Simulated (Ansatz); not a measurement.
**Molecular dynamics of ClH7Si2**

Input file:

```yaml
crystal:
  periodic: [false, false, false]
  atoms:
    - { symbol: Si, position_ang: [-0.20514, 0.046191, 0.055328] }
    - { symbol: Si, position_ang: [-0.062439, -0.010366, 2.673361] }
    - { symbol: H, position_ang: [-1.162351, -0.125322, 3.655848] }
    - { symbol: H, position_ang: [0.850314, -1.174672, 2.726213] }
    - { symbol: H, position_ang: [0.650589, 1.281736, 2.79005] }
    - { symbol: H, position_ang: [1.264404, 0.157059, 0.346677] }
    - { symbol: H, position_ang: [-0.599688, 1.322194, -0.561186] }
    - { symbol: H, position_ang: [-0.393066, -1.242963, -0.627744] }
    - { symbol: Cl, position_ang: [-2.868601, -0.181872, 0.587985] }
    - { symbol: H, position_ang: [-1.232622, -0.071983, 1.406869] }
basis:
  gaussian: { orbitals: "6-31G*" }
hamiltonian:
  xc: b3lyp
md:
  timestep: 0.5
  n_steps: 200
  ensemble: nve
  temperature: 300.0
  initial_velocities: maxwell_boltzmann
  seed: 6980
```

Command:

```bash
$ ansatz run input.yaml --threads 1 --pin off --max-ram 2048MiB --backend cpu --events-out ev --progress --plain --runs-dir out
```

It starts at the highest image of a converged band. Of that band: Neighbouring images differ by up to 1.6 eV, so the band resolves the path poorly. A vibrational analysis at the climbing image gives one clearly imaginary mode, 862i cm⁻¹: a first-order saddle point.

Output, in part (one step line in 7, the closing report, with atoms numbered from 0):

```
md step     0: t =     0.00 fs  T =   300.0 K  F+E_penalty+E_count = -28389.94323925 eV  E_kin = 0.310224 eV  conserved = -28389.63301525 eV  (23 SCF iters)
md step     7: t =     3.50 fs  T =   105.6 K  F+E_penalty+E_count = -28389.74009502 eV  E_kin = 0.109230 eV  conserved = -28389.63086548 eV  (23 SCF iters)
md step    14: t =     7.00 fs  T =   225.3 K  F+E_penalty+E_count = -28389.86571426 eV  E_kin = 0.233025 eV  conserved = -28389.63268963 eV  (28 SCF iters)
md step    21: t =    10.50 fs  T =    95.1 K  F+E_penalty+E_count = -28389.72937507 eV  E_kin = 0.098343 eV  conserved = -28389.63103184 eV  (23 SCF iters)
md step    28: t =    14.00 fs  T =   338.3 K  F+E_penalty+E_count = -28389.98205128 eV  E_kin = 0.349835 eV  conserved = -28389.63221585 eV  (25 SCF iters)
md step    35: t =    17.50 fs  T =   498.0 K  F+E_penalty+E_count = -28390.14783634 eV  E_kin = 0.514977 eV  conserved = -28389.63285955 eV  (24 SCF iters)
md step    42: t =    21.00 fs  T =   452.7 K  F+E_penalty+E_count = -28390.09837565 eV  E_kin = 0.468136 eV  conserved = -28389.63023951 eV  (25 SCF iters)
md step    49: t =    24.50 fs  T =   757.4 K  F+E_penalty+E_count = -28390.41619982 eV  E_kin = 0.783181 eV  conserved = -28389.63301924 eV  (24 SCF iters)
md step    56: t =    28.00 fs  T =   667.7 K  F+E_penalty+E_count = -28390.32145409 eV  E_kin = 0.690491 eV  conserved = -28389.63096348 eV  (25 SCF iters)
md step    63: t =    31.50 fs  T =  1235.4 K  F+E_penalty+E_count = -28390.91418966 eV  E_kin = 1.277492 eV  conserved = -28389.63669763 eV  (24 SCF iters)
md step    70: t =    35.00 fs  T =  1216.2 K  F+E_penalty+E_count = -28390.89192394 eV  E_kin = 1.257630 eV  conserved = -28389.63429394 eV  (25 SCF iters)
md step    77: t =    38.50 fs  T =  1249.9 K  F+E_penalty+E_count = -28390.92454679 eV  E_kin = 1.292450 eV  conserved = -28389.63209727 eV  (25 SCF iters)
md step    84: t =    42.00 fs  T =  1266.0 K  F+E_penalty+E_count = -28390.94044801 eV  E_kin = 1.309172 eV  conserved = -28389.63127623 eV  (24 SCF iters)
md step    91: t =    45.50 fs  T =  1501.6 K  F+E_penalty+E_count = -28391.18644071 eV  E_kin = 1.552783 eV  conserved = -28389.63365766 eV  (23 SCF iters)
md step    98: t =    49.00 fs  T =  1626.1 K  F+E_penalty+E_count = -28391.31756332 eV  E_kin = 1.681508 eV  conserved = -28389.63605536 eV  (24 SCF iters)
md step   105: t =    52.50 fs  T =  1262.8 K  F+E_penalty+E_count = -28390.93724369 eV  E_kin = 1.305834 eV  conserved = -28389.63140980 eV  (25 SCF iters)
md step   112: t =    56.00 fs  T =  1599.8 K  F+E_penalty+E_count = -28391.28984790 eV  E_kin = 1.654301 eV  conserved = -28389.63554641 eV  (24 SCF iters)
md step   119: t =    59.50 fs  T =  1528.3 K  F+E_penalty+E_count = -28391.21319777 eV  E_kin = 1.580365 eV  conserved = -28389.63283297 eV  (23 SCF iters)
md step   126: t =    63.00 fs  T =  1445.8 K  F+E_penalty+E_count = -28391.12673804 eV  E_kin = 1.495105 eV  conserved = -28389.63163321 eV  (25 SCF iters)
md step   133: t =    66.50 fs  T =  1581.5 K  F+E_penalty+E_count = -28391.26779025 eV  E_kin = 1.635346 eV  conserved = -28389.63244438 eV  (25 SCF iters)
md step   140: t =    70.00 fs  T =  1584.7 K  F+E_penalty+E_count = -28391.26958511 eV  E_kin = 1.638742 eV  conserved = -28389.63084338 eV  (24 SCF iters)
md step   147: t =    73.50 fs  T =  1858.2 K  F+E_penalty+E_count = -28391.55731537 eV  E_kin = 1.921492 eV  conserved = -28389.63582383 eV  (24 SCF iters)
md step   154: t =    77.00 fs  T =  1444.8 K  F+E_penalty+E_count = -28391.12485468 eV  E_kin = 1.494025 eV  conserved = -28389.63082976 eV  (25 SCF iters)
md step   161: t =    80.50 fs  T =  1879.1 K  F+E_penalty+E_count = -28391.57993879 eV  E_kin = 1.943095 eV  conserved = -28389.63684333 eV  (24 SCF iters)
md step   168: t =    84.00 fs  T =  1687.6 K  F+E_penalty+E_count = -28391.37971789 eV  E_kin = 1.745111 eV  conserved = -28389.63460644 eV  (25 SCF iters)
md step   175: t =    87.50 fs  T =  1408.1 K  F+E_penalty+E_count = -28391.08735164 eV  E_kin = 1.456093 eV  conserved = -28389.63125914 eV  (26 SCF iters)
md step   182: t =    91.00 fs  T =  1539.7 K  F+E_penalty+E_count = -28391.22470707 eV  E_kin = 1.592155 eV  conserved = -28389.63255236 eV  (24 SCF iters)
md step   189: t =    94.50 fs  T =  1423.4 K  F+E_penalty+E_count = -28391.10073623 eV  E_kin = 1.471868 eV  conserved = -28389.62886832 eV  (25 SCF iters)
md step   196: t =    98.00 fs  T =  1710.3 K  F+E_penalty+E_count = -28391.40381812 eV  E_kin = 1.768541 eV  conserved = -28389.63527735 eV  (23 SCF iters)
md step   200: t =   100.00 fs  T =  1341.4 K  F+E_penalty+E_count = -28391.01790358 eV  E_kin = 1.387140 eV  conserved = -28389.63076343 eV  (25 SCF iters)
Total energy: -28391.01820375 eV, -1043.3506748645 hartree
Atom 0 at     0.885731     0.075287     0.088966 Å, force     0.389725    -0.528771     0.891346 eV/Å
Atom 1 at     0.235075     0.005816     2.515784 Å, force     1.420823     0.359352    -1.307322 eV/Å
Atom 2 at    -0.771995    -0.941540     2.888393 Å, force    -0.829061    -0.730282     0.219002 eV/Å
Atom 3 at     1.518915    -0.350617     3.227266 Å, force    -0.311787     0.006219    -0.172344 eV/Å
Atom 4 at    -0.138310     1.342921     3.001839 Å, force    -0.160442     0.321628     0.015967 eV/Å
Atom 5 at     2.394891     0.346709     0.355862 Å, force    -0.924427    -0.142732    -0.628811 eV/Å
Atom 6 at     0.249902     1.159033    -0.735773 Å, force     0.185285    -0.091014     0.273605 eV/Å
Atom 7 at     0.681576    -1.232898    -0.728755 Å, force     0.225390     0.805315     0.709151 eV/Å
Atom 8 at    -3.972829    -0.214016     0.754033 Å, force    -1.026991    -0.226170    -3.352823 eV/Å
Atom 9 at    -4.406519    -0.308656    -0.658556 Å, force     1.031487     0.226455     3.352228 eV/Å
Dipole moment:    -0.199787    -0.023365    -0.319749 e Å
```

All steps were run. The conserved energy stayed within 0.58 meV per atom of its start (net change 0.23 meV per atom), so the integration is sound. The kinetic energy rose, since the run started high on the potential surface and went downhill. It ends in pieces (ClH + H6Si2), so much of that is their flight and rotation, not heat. A run of 0.1 ps of so small a system gives no equilibrium averages. The orbitals stay closed-shell, which can raise the energy where a bond breaks towards radicals; this wasn't checked here.

Between its relaxed ends the band would form Si1–Cl9, Si2–H10 and break Si1–Si2, Cl9–H10. These pairs go: Si1–Cl9 2.73 → 4.91 Å, Si2–H10 1.73 → 5.63 Å, Si1–Si2 2.62 → 2.51 Å, Cl9–H10 1.83 → 1.48 Å. In the last frame they stand as before the step (other bonds may differ from the relaxed reactants and products). Also parted: Si1–H10 1.70 → 5.36 Å. It ends as ClH + H6Si2. Pairs count as bonded within 1.25 times the sum of covalent radii (0.12 Å more for H–H).

Last frame:

```xyz
10
Properties=species:S:1:pos:R:3
Si 0.886 0.075 0.089
Si 0.235 0.006 2.516
H -0.772 -0.942 2.888
H 1.519 -0.351 3.227
H -0.138 1.343 3.002
H 2.395 0.347 0.356
H 0.250 1.159 -0.736
H 0.682 -1.233 -0.729
Cl -3.973 -0.214 0.754
H -4.407 -0.309 -0.659
```

The run took 12 min on 1 thread of Arm Neoverse V1, on a shared host, peak memory 0.14 GiB.
